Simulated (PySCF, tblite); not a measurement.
# H₂SO₄: bond homolysis, EPR parameters, part 2 of 3

tblite 0.8.0 and PySCF 2.14.0. Atoms count from 0. The steps go on from the part before.

### 8 Vibrational analysis with GFN2-xTB

Job settings and geometry (Å):

```
{"job": {"kind": "ir", "xc": "GFN2-xTB", "basis": "xTB"}, "charge": 0, "multiplicity": 2}
O     -1.098080    -0.740586    -1.102996
S     -0.390442    -0.089799     0.002744
O     -1.181962     0.085832     1.193306
O      0.189285     1.147918    -0.525522
O      0.810740    -1.031457     0.405168
H      1.377308    -1.186581    -0.350511
```

Log:

```text
mode    cm-1     km/mol
  1     163.2     95.36
  2     171.0      1.01
  3     309.6      2.92
  4     363.3     12.77
  5     428.1     93.70
  6     478.9    162.53
  7     721.1     61.57
  8     837.7    348.60
  9     945.3     22.84
 10     980.8    201.32
 11    1035.6     86.83
 12    3601.3     69.10
ZPE 60.028  H(298)-E 77.286  G(298)-E -17.511 kJ/mol  S 317.95 J/(mol K)
```

It took 0.14 s on 1 thread of Arm Neoverse V1, shared host.

The strongest bands and the atoms that carry them (share of the mass-weighted mode):

```
cm⁻¹  km/mol                               atoms
 163    95.4                    H5 74 %, O3 11 %
 428    93.7  O4 42 %, S1 20 %, O0 17 %, O3 17 %
 479   162.5  S1 21 %, O2 20 %, O4 19 %, O3 19 %
 721    61.6           H5 39 %, O4 30 %, S1 20 %
 838   348.6                    O4 43 %, H5 42 %
 981   201.3           O0 37 %, O3 36 %, S1 25 %
1036    86.8                    O2 69 %, S1 29 %
3601    69.1                             H5 94 %
```

### 9 Relaxing the molecule at PBE0-D3(BJ)/def2-SVP

This step treats HSO4 radical, labelled `[O]S(=O)(=O)O` (the label fixes atoms and charge, not where charge and spin sit).

Settings changed since step 8:

```diff
@@ -1,2 +1,2 @@
-{"job": {"kind": "ir", "xc": "GFN2-xTB", "basis": "xTB"}, "charge": 0, "multiplicity": 2}
+{"job": {"xc": "PBE0", "basis": "def2-SVP", "d3": "d3bj", "grid": 1, "kind": "geom"}, "charge": 0, "multiplicity": 2}
 O     -1.098080    -0.740586    -1.102996
```

Log:

```text
step   0  E = -698.73316124  max force = 0.017281
step   1  E = -698.73597934  max force = 0.004254
step   2  E = -698.73605353  max force = 0.002231
step   3  E = -698.73609262  max force = 0.002474
step   4  E = -698.73608954  max force = 0.003335
step   5  E = -698.73610813  max force = 0.000318
step   6  E = -698.73611010  max force = 0.000088
optimisation converged
```

Wall time 23 s (1 thread of Arm Neoverse V1, shared host).

Relaxation path:

```
step  energy from step 0 (eV)  largest force component (eV/Å)
   0                   0.0000                          0.8886
   1                  -0.0767                          0.2187
   2                  -0.0787                          0.1147
   3                  -0.0798                          0.1272
   4                  -0.0797                          0.1715
   5                  -0.0802                          0.0164
   6                  -0.0802                          0.0045
```

Distances of close pairs at the start and the end, largest changes first:

```
 bond  before (Å)  after (Å)  change (Å)
O0–S1       1.465      1.495      +0.030
S1–O3       1.465      1.495      +0.029
S1–O4       1.578      1.596      +0.017
O4–H5       0.957      0.971      +0.014
S1–O2       1.440      1.431      -0.010
```

The next job starts from the end point, and lists it.

```
                         at the end point                value
  point group (found at 0.08 Å tolerance)                   Cs
rotational constants (GHz, main isotopes)  5.489, 5.174, 4.706
                        dipole moment (D)                 2.78
                                     ⟨S²⟩                0.760
```

### 10 Harmonic vibrations (HSO₄ radical): PBE0-D3(BJ)/def2-SVP

Job settings and geometry (Å):

```
{"job": {"xc": "PBE0", "basis": "def2-SVP", "d3": "d3bj", "grid": 2, "kind": "hessian"}, "charge": 0, "multiplicity": 2}
O     -1.110405    -0.689388    -1.132812
S     -0.416844    -0.076767     0.041910
O     -1.169367     0.153795     1.236830
O      0.209661     1.091565    -0.648375
O      0.762344    -1.065718     0.463930
H      1.320610    -1.253836    -0.308007
```

Log:

```text
coarse grid: 6592 points
cycle   1  E = -698.3937359242  dE =  1.577e+00  |g| = 7.996e-01  |ddm| = 2.258e+00
cycle   2  E = -697.9933320345  dE =  4.004e-01  |g| = 1.317e+00  |ddm| = 1.719e+00
cycle   3  E = -698.6177780105  dE = -6.244e-01  |g| = 2.253e-01  |ddm| = 1.158e+00
cycle   4  E = -698.6369745545  dE = -1.920e-02  |g| = 5.341e-02  |ddm| = 2.154e-01
cycle   5  E = -698.6381646766  dE = -1.190e-03  |g| = 1.489e-02  |ddm| = 5.086e-02
cycle   6  E = -698.6382688673  dE = -1.042e-04  |g| = 6.893e-03  |ddm| = 1.844e-02
cycle   7  E = -698.6383096003  dE = -4.073e-05  |g| = 3.304e-03  |ddm| = 1.106e-02
cycle   8  E = -698.6383323420  dE = -2.274e-05  |g| = 1.649e-03  |ddm| = 9.505e-03
cycle   9  E = -698.6383410435  dE = -8.702e-06  |g| = 2.052e-03  |ddm| = 6.251e-03
final grid: 61952 points
cycle  10  E = -698.7359531356  dE = -1.732e-05  |g| = 6.524e-03  |ddm| = 1.608e-02
cycle  11  E = -698.7358808752  dE =  7.226e-05  |g| = 1.515e-02  |ddm| = 1.560e-02
cycle  12  E = -698.7359721624  dE = -9.129e-05  |g| = 2.343e-03  |ddm| = 1.175e-02
cycle  13  E = -698.7359752211  dE = -3.059e-06  |g| = 6.798e-04  |ddm| = 2.272e-03
cycle  14  E = -698.7359764969  dE = -1.276e-06  |g| = 5.458e-04  |ddm| = 1.886e-03
cycle  15  E = -698.7359784338  dE = -1.937e-06  |g| = 4.076e-04  |ddm| = 3.666e-03
cycle  16  E = -698.7359796525  dE = -1.219e-06  |g| = 2.565e-04  |ddm| = 4.057e-03
cycle  17  E = -698.7359799346  dE = -2.822e-07  |g| = 7.503e-05  |ddm| = 2.339e-03
cycle  18  E = -698.7359799579  dE = -2.323e-08  |g| = 4.841e-05  |ddm| = 5.987e-04
cycle  19  E = -698.7359799605  dE = -2.598e-09  |g| = 3.295e-05  |ddm| = 1.499e-04
cycle  20  E = -698.7359799617  dE = -1.234e-09  |g| = 5.550e-06  |ddm| = 1.108e-04
cycle  21  E = -698.7359799618  dE = -4.411e-11  |g| = 4.066e-06  |ddm| = 2.276e-05
converged SCF energy = -698.7359799618

mode    cm-1
  1     234.0
  2     336.1
  3     372.5
  4     406.6
  5     445.1
  6     528.4
  7     815.1
  8     871.4
  9    1079.2
 10    1138.3
 11    1368.0
 12    3808.8
ZPE 68.209  H(298)-E 83.873  G(298)-E -7.586 kJ/mol  S 306.75 J/(mol K)
```

Run time: 81 s. Hardware: 1 thread of Arm Neoverse V1, shared host; peak memory 1.3 GiB.

Zero-point energy 68.21 kJ/mol (xTB gave 60.03).

### 11 Single point (HSO4 radical): M06-2X/def2-TZVP

Geometry: PBE0-D3(BJ)/def2-SVP.

Job settings and geometry (Å):

```
{"job": {"kind": "sp", "xc": "M06-2X", "basis": "def2-TZVP", "grid": 3}, "charge": 0, "multiplicity": 2}
O     -1.110405    -0.689388    -1.132812
S     -0.416844    -0.076767     0.041910
O     -1.169367     0.153795     1.236830
O      0.209661     1.091565    -0.648375
O      0.762344    -1.065718     0.463930
H      1.320610    -1.253836    -0.308007
```

Log:

```text
coarse grid: 29512 points
cycle   1  E = -699.4094983720  dE =  1.571e+00  |g| = 7.373e-01  |ddm| = 1.821e+00
cycle   2  E = -699.2644679382  dE =  1.450e-01  |g| = 1.025e+00  |ddm| = 9.536e-01
cycle   3  E = -699.6056482677  dE = -3.412e-01  |g| = 1.073e-01  |ddm| = 5.596e-01
cycle   4  E = -699.6091141140  dE = -3.466e-03  |g| = 5.000e-02  |ddm| = 7.809e-02
cycle   5  E = -699.6102214542  dE = -1.107e-03  |g| = 9.065e-03  |ddm| = 3.136e-02
cycle   6  E = -699.6103443973  dE = -1.229e-04  |g| = 5.306e-03  |ddm| = 1.387e-02
cycle   7  E = -699.6103923389  dE = -4.794e-05  |g| = 3.722e-03  |ddm| = 7.884e-03
cycle   8  E = -699.6104256391  dE = -3.330e-05  |g| = 1.874e-03  |ddm| = 7.095e-03
cycle   9  E = -699.6104512014  dE = -2.556e-05  |g| = 1.370e-03  |ddm| = 7.827e-03
cycle  10  E = -699.6104661840  dE = -1.498e-05  |g| = 1.324e-03  |ddm| = 6.562e-03
cycle  11  E = -699.6104738037  dE = -7.620e-06  |g| = 8.307e-04  |ddm| = 4.406e-03
final grid: 85016 points
cycle  12  E = -699.6104572542  dE = -6.470e-06  |g| = 1.259e-03  |ddm| = 5.347e-03
cycle  13  E = -699.6104583273  dE = -1.073e-06  |g| = 1.903e-03  |ddm| = 2.074e-03
cycle  14  E = -699.6104600139  dE = -1.687e-06  |g| = 5.413e-04  |ddm| = 1.046e-03
cycle  15  E = -699.6104611487  dE = -1.135e-06  |g| = 4.890e-04  |ddm| = 1.153e-03
cycle  16  E = -699.6104626738  dE = -1.525e-06  |g| = 3.857e-04  |ddm| = 1.817e-03
cycle  17  E = -699.6104647081  dE = -2.034e-06  |g| = 2.186e-04  |ddm| = 3.832e-03
cycle  18  E = -699.6104651383  dE = -4.301e-07  |g| = 1.122e-04  |ddm| = 1.979e-03
cycle  19  E = -699.6104651950  dE = -5.671e-08  |g| = 3.188e-05  |ddm| = 8.517e-04
cycle  20  E = -699.6104651972  dE = -2.239e-09  |g| = 2.187e-05  |ddm| = 9.417e-05
converged SCF energy = -699.6104651972
```

It took 29 s on 1 thread of Arm Neoverse V1, shared host; peak memory 0.62 GiB.

### 12 Optimising the geometry with GFN2-xTB

This step treats HSO3 radical, labelled `[O][S@@](=O)O` (the label fixes atoms and charge, not where charge and spin sit).

Job settings and geometry (Å):

```
{"job": {"kind": "relax", "xc": "GFN2-xTB", "basis": "xTB"}, "charge": 0, "multiplicity": 2}
O     -0.991200    -0.772900    -1.158600
S     -0.459100    -0.132000    -0.010800
O     -1.146800     0.081300     1.239100
O      0.883200    -0.919600     0.410500
H      1.270900    -1.329000    -0.356100
```

Log:

```text
step      E/eV     max force
  0    -432.62612    2.547
  1    -432.68299    1.388
  2    -432.71012    0.704
  3    -432.72695    0.444
  4    -432.73908    0.521
  5    -432.74610    0.304
  6    -432.74863    0.131
  7    -432.74982    0.123
  8    -432.75054    0.129
  9    -432.75105    0.091
 10    -432.75132    0.058
 11    -432.75158    0.065
 12    -432.75191    0.074
 13    -432.75222    0.073
 14    -432.75236    0.036
 15    -432.75239    0.013
 16    -432.75239    0.013
 17    -432.75240    0.009
```

It took 0.06 s on 1 thread of Arm Neoverse V1, shared host.

Along the way:

```
step  energy from step 0 (eV)  largest force (eV/Å)
   0                   0.0000                2.5468
   1                  -0.0569                1.3875
   2                  -0.0840                0.7036
   3                  -0.1008                0.4436
   4                  -0.1130                0.5215
   5                  -0.1200                0.3035
   6                  -0.1225                0.1306
   7                  -0.1237                0.1230
   8                  -0.1244                0.1289
   9                  -0.1249                0.0909
  10                  -0.1252                0.0584
  11                  -0.1255                0.0648
  12                  -0.1258                0.0740
  13                  -0.1261                0.0727
  14                  -0.1262                0.0356
  15                  -0.1263                0.0129
  16                  -0.1263                0.0126
  17                  -0.1263                0.0090
```

Distances of close pairs at the start and the end, largest changes first:

```
 bond  before (Å)  after (Å)  change (Å)
S1–O3       1.612      1.660      +0.048
O0–S1       1.418      1.451      +0.033
O3–H4       0.952      0.961      +0.010
S1–O2       1.442      1.439      -0.003
```

The next job starts from the end point, and lists it.

### 13 Infrared spectrum with GFN2-xTB

Job settings and geometry (Å):

```
{"job": {"kind": "ir", "xc": "GFN2-xTB", "basis": "xTB"}, "charge": 0, "multiplicity": 2}
O     -1.047609    -0.757588    -1.133723
S     -0.449708    -0.082310     0.002727
O     -1.210233     0.067516     1.215626
O      0.933927    -0.914619     0.388891
H      1.330683    -1.385071    -0.349418
```

Log:

```text
mode    cm-1     km/mol
  1     292.8     72.02
  2     364.0     34.54
  3     390.9     57.85
  4     469.7    150.07
  5     681.1    327.37
  6     834.5    111.17
  7    1054.6    138.66
  8    1177.7    332.27
  9    3572.0     61.54
ZPE 52.860  H(298)-E 66.920  G(298)-E -19.976 kJ/mol  S 291.45 J/(mol K)
```

It took 0.11 s on 1 thread of Arm Neoverse V1, shared host.

Which atoms move in the most intense modes:

```
cm⁻¹  km/mol                               atoms
 293    72.0  H4 52 %, O3 18 %, O0 13 %, O2 11 %
 391    57.9  O0 37 %, O3 27 %, O2 16 %, H4 10 %
 470   150.1           S1 41 %, O0 26 %, O2 24 %
 681   327.4                    O3 56 %, S1 39 %
 834   111.2                    H4 83 %, O3 13 %
1055   138.7           O0 49 %, O2 30 %, S1 21 %
1178   332.3           S1 44 %, O2 37 %, O0 18 %
3572    61.5                             H4 94 %
```

### 14 Relaxing the molecule at PBE0-D3(BJ)/def2-SVP

This step treats HSO₃ radical, labelled `[O][S@@](=O)O` (the label fixes atoms and charge, not where charge and spin sit).

Job settings and geometry (Å):

```
{"job": {"xc": "PBE0", "basis": "def2-SVP", "d3": "d3bj", "grid": 1, "kind": "geom"}, "charge": 0, "multiplicity": 2}
O     -1.047609    -0.757588    -1.133723
S     -0.449708    -0.082310     0.002727
O     -1.210233     0.067516     1.215626
O      0.933927    -0.914619     0.388891
H      1.330683    -1.385071    -0.349418
```

Log:

```text
step   0  E = -623.68451589  max force = 0.024798
step   1  E = -623.68168560  max force = 0.029681
step   2  E = -623.68697800  max force = 0.013688
step   3  E = -623.68737095  max force = 0.001990
step   4  E = -623.68735834  max force = 0.000389
step   5  E = -623.68735444  max force = 0.000304
step   6  E = -623.68735987  max force = 0.000316
optimisation converged
```

It took 14 s on 1 thread of Arm Neoverse V1, shared host.

Step by step: (the energy doesn't fall at every step)

```
step  energy from step 0 (eV)  largest force component (eV/Å)
   0                   0.0000                          1.2752
   1                   0.0770                          1.5263
   2                  -0.0670                          0.7039
   3                  -0.0777                          0.1023
   4                  -0.0773                          0.0200
   5                  -0.0772                          0.0156
   6                  -0.0774                          0.0162
```

Distances of close pairs at the start and the end, largest changes first:

```
 bond  before (Å)  after (Å)  change (Å)
S1–O3       1.660      1.640      -0.021
S1–O2       1.439      1.459      +0.020
O0–S1       1.451      1.468      +0.017
O3–H4       0.961      0.972      +0.010
```

The next job starts from the end point, and lists it.

```
                         at the end point                value
  point group (found at 0.08 Å tolerance)                   C1
rotational constants (GHz, main isotopes)  9.133, 8.769, 4.775
                        dipole moment (D)                 2.76
                                     ⟨S²⟩                0.756
```

### 15 Harmonic vibrations (HSO3 radical): PBE0-D3(BJ)/def2-SVP

Job settings and geometry (Å):

```
{"job": {"xc": "PBE0", "basis": "def2-SVP", "d3": "d3bj", "grid": 2, "kind": "hessian"}, "charge": 0, "multiplicity": 2}
O     -0.190727    -0.009479    -1.363960
S      0.306357    -0.141986     0.010600
O      0.020181     0.831378     1.059259
O     -0.232329    -1.578464     0.588838
H     -0.346297    -2.173906    -0.170430
```

Log:

```text
coarse grid: 5504 points
cycle   1  E = -623.3524212209  dE =  1.135e+00  |g| = 7.993e-01  |ddm| = 2.106e+00
cycle   2  E = -622.7893123731  dE =  5.631e-01  |g| = 1.446e+00  |ddm| = 1.819e+00
cycle   3  E = -623.5926329105  dE = -8.033e-01  |g| = 1.763e-01  |ddm| = 1.280e+00
cycle   4  E = -623.6020563805  dE = -9.423e-03  |g| = 8.950e-02  |ddm| = 1.984e-01
cycle   5  E = -623.6050567640  dE = -3.000e-03  |g| = 2.128e-02  |ddm| = 7.737e-02
cycle   6  E = -623.6051824878  dE = -1.257e-04  |g| = 1.428e-02  |ddm| = 2.740e-02
cycle   7  E = -623.6052724871  dE = -9.000e-05  |g| = 2.843e-03  |ddm| = 1.306e-02
cycle   8  E = -623.6052811554  dE = -8.668e-06  |g| = 6.760e-04  |ddm| = 6.799e-03
final grid: 50744 points
cycle   9  E = -623.6874222257  dE = -1.657e-05  |g| = 3.660e-03  |ddm| = 1.387e-02
cycle  10  E = -623.6874193485  dE =  2.877e-06  |g| = 4.660e-03  |ddm| = 6.053e-03
cycle  11  E = -623.6874270103  dE = -7.662e-06  |g| = 7.272e-04  |ddm| = 3.667e-03
cycle  12  E = -623.6874272348  dE = -2.245e-07  |g| = 2.278e-04  |ddm| = 8.466e-04
cycle  13  E = -623.6874272535  dE = -1.871e-08  |g| = 1.036e-04  |ddm| = 2.468e-04
cycle  14  E = -623.6874272609  dE = -7.385e-09  |g| = 3.389e-05  |ddm| = 1.518e-04
cycle  15  E = -623.6874272619  dE = -1.019e-09  |g| = 1.498e-05  |ddm| = 7.548e-05
cycle  16  E = -623.6874272620  dE = -6.253e-11  |g| = 1.215e-05  |ddm| = 2.353e-05
cycle  17  E = -623.6874272620  dE = -7.185e-11  |g| = 1.168e-06  |ddm| = 1.317e-05
converged SCF energy = -623.6874272620

mode    cm-1
  1     272.2
  2     411.7
  3     419.5
  4     517.5
  5     785.4
  6    1091.6
  7    1107.1
  8    1307.1
  9    3801.7
ZPE 58.101  H(298)-E 71.693  G(298)-E -14.544 kJ/mol  S 289.24 J/(mol K)
```

Run time: 39 s. Hardware: 1 thread of Arm Neoverse V1, shared host; peak memory 0.99 GiB.

Zero-point energy 58.10 kJ/mol (xTB gave 52.86).

### 16 Relaxing the molecule with GFN2-xTB

This step treats HO radical, labelled `[OH]` (the label fixes atoms and charge, not where charge and spin sit).

Job settings and geometry (Å):

```
{"job": {"kind": "relax", "xc": "GFN2-xTB", "basis": "xTB"}, "charge": 0, "multiplicity": 2}
O      0.177000     1.253000    -0.498400
H      0.293700     1.835300     0.257600
```

Log:

```text
step      E/eV     max force
  0    -120.50214    0.086
  1    -120.50221    0.024
  2    -120.50222    0.000
```

It took 0.01 s on 1 thread of Arm Neoverse V1, shared host.

Along the way:

```
step  energy from step 0 (eV)  largest force (eV/Å)
   0                   0.0000                0.0862
   1                  -0.0001                0.0244
   2                  -0.0001                0.0000
```

The bond:

```
 bond  before (Å)  after (Å)  change (Å)
O0–H1       0.961      0.963      +0.002
```

The final coordinates are the input of the step that follows.

### 17 Infrared spectrum with GFN2-xTB

Job settings and geometry (Å):

```
{"job": {"kind": "ir", "xc": "GFN2-xTB", "basis": "xTB"}, "charge": 0, "multiplicity": 2}
O      0.176913     1.252422    -0.499174
H      0.293823     1.835907     0.258374
```

Log:

```text
mode    cm-1     km/mol
  1    3576.4     39.28
ZPE 21.391  H(298)-E 30.068  G(298)-E -24.741 kJ/mol  S 183.83 J/(mol K)
```

It took 0.06 s on 1 thread of Arm Neoverse V1, shared host.

Which atoms move in the most intense modes:

```
cm⁻¹  km/mol    atoms
3576    39.3  H1 94 %
```

(Continued in part 3 of 3.)
